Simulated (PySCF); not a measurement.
# Bond curve of Si2

Set-up: basis Si def2-TZVPPD; no relativity; PySCF 2.14. Energies in eV from Si + Si in their ground configurations at the same level. All curves are PBE0. state 1: ³Σg⁻ (triplet), unpaired electrons π ↑↑; state 2: ³Πu (triplet), unpaired electrons σ ↑, π ↑, a second solution, started from another occupation; state 3: Ms = 0 determinant of mixed spin (⟨S²⟩ near 1.0), unpaired electrons π ↑↓, a mixture of terms (⟨Lz²⟩ = 2.0), a second solution, started from another occupation; state 4: Ms = 0 determinant of mixed spin (⟨S²⟩ near 1.0), unpaired electrons σ ↓, π ↑, a second solution, started from another occupation.

```csv
R (Å),state 1,state 2,state 3,state 4
1.942,-2.346,-2.732,-2.113,-2.597
2.032,-2.912,-3.072,-2.689,-2.935
2.123,-3.224,-3.196,-3.011,-3.057
2.190,-3.334,-3.187,-3.129,-3.045
2.258,-3.363,-3.114,-3.164,-2.969
2.326,-3.329,-2.993,-3.137,-2.845
2.416,-3.210,-2.778,-3.026,-2.627
2.529,-2.980,-2.458,-2.804,-2.302
2.664,-2.631,-2.037,-2.464,-1.877
2.845,-2.108,-1.467,-1.950,-1.303
```

Problem. Put a parabola through the three lowest points of the state 1 curve and estimate Re, k and ωe (reduced mass 13.99 u; 1 eV/Å² = 0.16022 mdyn/Å; ωe = 1302.8·√(k/μ) cm⁻¹).

Solution. Through R = 2.19, 2.258, 2.326 Å the second-order coefficient is 6.81 eV/Å², so Re ≈ 2.255 Å, k ≈ 2.18 mdyn/Å and ωe ≈ 515 cm⁻¹. A polynomial fit of higher order to the unrounded PBE0 energies gives Re = 2.253 Å, k = 2.23 mdyn/Å, ωe = 521 cm⁻¹; anharmonicity and rounding make the difference.

The higher-order fit for each curve: state 1: Re = 2.253 Å, ωe = 521 cm⁻¹, De = 3.36 eV; state 2: Re = 2.147 Å, ωe = 569 cm⁻¹, minimum 3.20 eV below the ground-state fragments; state 3: Re = 2.260 Å, ωe = 515 cm⁻¹, minimum 3.16 eV below the ground-state fragments; state 4: Re = 2.145 Å, ωe = 573 cm⁻¹, minimum 3.06 eV below the ground-state fragments.

The state is the lowest determinant that a PBE0 search found; another state may lie lower at other levels.
